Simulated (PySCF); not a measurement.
Compound: C3H4F2.
Atom-mapped SMILES: `[CH2:1]=[C:2]([F:3])[CH2:4][F:5]` (hydrogens: H6, H7 on C1; H8, H9 on C4)

The same species was optimised twice, with GFN2-xTB and with PBE0-D3(BJ)/def2-SVP (PySCF), and the same property calculations (PySCF, gas phase) were run on both structures.

| coordinate | GFN2-xTB | PBE0-D3(BJ)/def2-SVP | change |
| --- | --- | --- | --- |
| C2–F3 (Å) | 1.353 | 1.336 | -0.017 |
| C1–H7 (Å) | 1.074 | 1.091 | +0.017 |
| C1–H6 (Å) | 1.073 | 1.089 | +0.016 |
| C1=C2 (Å) | 1.316 | 1.325 | +0.009 |
| C4–H8 (Å) | 1.097 | 1.105 | +0.008 |
| C4–H9 (Å) | 1.097 | 1.105 | +0.008 |
| C2–C4 (Å) | 1.500 | 1.495 | -0.005 |
| C4–F5 (Å) | 1.365 | 1.362 | -0.003 |
| F5–C4–H8 (°) | 107.7 | 109.7 | +2.0 |
| F5–C4–H9 (°) | 107.7 | 109.7 | +2.0 |
| H8–C4–H9 (°) | 109.4 | 107.6 | -1.8 |
| H6–C1–H7 (°) | 118.6 | 120.2 | +1.6 |
| C1–C2–F3 (°) | 121.1 | 122.4 | +1.3 |
| C2–C1–H6 (°) | 120.1 | 119.0 | -1.1 |
| C2–C4–H8 (°) | 110.4 | 109.3 | -1.1 |
| C1–C2–C4 (°) | 128.1 | 127.0 | -1.1 |
| C1–C2–C4–F5 (°) | 0 | 0 | 0 |

Rotational constants: A = 9615, B = 3769, C = 2755 MHz (GFN2-xTB) against A = 9560, B = 3828, C = 2782 MHz (PBE0-D3(BJ)/def2-SVP). Point groups within 0.08 Å: Cs and Cs.

On the GFN2-xTB structure: lowest singlet, TDDFT (eV) 7.49 [CAM-B3LYP/def2-SVPD]; lowest triplet, Tamm–Dancoff (eV) 4.53 [CAM-B3LYP/def2-SVPD]; isotropic polarisability (au) 39.4 [CAM-B3LYP/def2-SVPD]; HOMO (eV) -9.21 [CAM-B3LYP/def2-SVPD]; LUMO (eV) 1.19 [CAM-B3LYP/def2-SVPD]; dipole (D) 0.22 [CAM-B3LYP/def2-SVPD]; HOMO (eV) -7.72 [PBE0/pcSseg-1]; LUMO (eV) 0.27 [PBE0/pcSseg-1]; dipole (D) 0.37 [PBE0/pcSseg-1]; GIAO shielding of C1 (ppm) 92.0 [PBE0/pcSseg-1]; GIAO shielding of C2 (ppm) 14.2 [PBE0/pcSseg-1]; GIAO shielding of F3 (ppm) 286.8 [PBE0/pcSseg-1]; GIAO shielding of C4 (ppm) 104.7 [PBE0/pcSseg-1]; GIAO shielding of F5 (ppm) 436.4 [PBE0/pcSseg-1].

Task: What do these properties become on the PBE0-D3(BJ)/def2-SVP structure?

Result: 
| property | level | on GFN2-xTB | on PBE0-D3(BJ)/def2-SVP | change |
| --- | --- | --- | --- | --- |
| lowest singlet, TDDFT (eV) | CAM-B3LYP/def2-SVPD | 7.49 | 7.39 | -0.10 |
| lowest triplet, Tamm–Dancoff (eV) | CAM-B3LYP/def2-SVPD | 4.53 | 4.46 | -0.07 |
| isotropic polarisability (au) | CAM-B3LYP/def2-SVPD | 39.4 | 39.8 | +0.4 |
| HOMO (eV) | CAM-B3LYP/def2-SVPD | -9.21 | -9.11 | +0.10 |
| LUMO (eV) | CAM-B3LYP/def2-SVPD | 1.19 | 1.20 | +0.01 |
| dipole (D) | CAM-B3LYP/def2-SVPD | 0.22 | 0.32 | +0.10 |
| energy, GFN2-xTB geometry as zero (kcal/mol) | CAM-B3LYP/def2-SVPD | 0.0 | -0.2 | -0.2 |
| HOMO (eV) | PBE0/pcSseg-1 | -7.72 | -7.63 | +0.09 |
| LUMO (eV) | PBE0/pcSseg-1 | 0.27 | 0.28 | +0.01 |
| dipole (D) | PBE0/pcSseg-1 | 0.37 | 0.45 | +0.08 |
| energy, GFN2-xTB geometry as zero (kcal/mol) | PBE0/pcSseg-1 | 0.0 | -0.2 | -0.2 |
| GIAO shielding of C1 (ppm) | PBE0/pcSseg-1 | 92.0 | 90.9 | -1.1 |
| GIAO shielding of C2 (ppm) | PBE0/pcSseg-1 | 14.2 | 13.8 | -0.4 |
| GIAO shielding of F3 (ppm) | PBE0/pcSseg-1 | 286.8 | 290.0 | +3.2 |
| GIAO shielding of C4 (ppm) | PBE0/pcSseg-1 | 104.7 | 104.7 | 0.0 |
| GIAO shielding of F5 (ppm) | PBE0/pcSseg-1 | 436.4 | 435.4 | -1.0 |

The heavy atoms differ by 0.012 Å rms after alignment. Among all bonds C1–H6, C1–H7 and C2–F3 change most and about equally (-0.017 to +0.017 Å). Changes are differences of the printed values. Neither structure is proved a minimum here.

Conformer computed: `[CH2:1]=[C:2]([F:3])[CH2:4][F:5]`: C1–C2–C4–F5 0°.
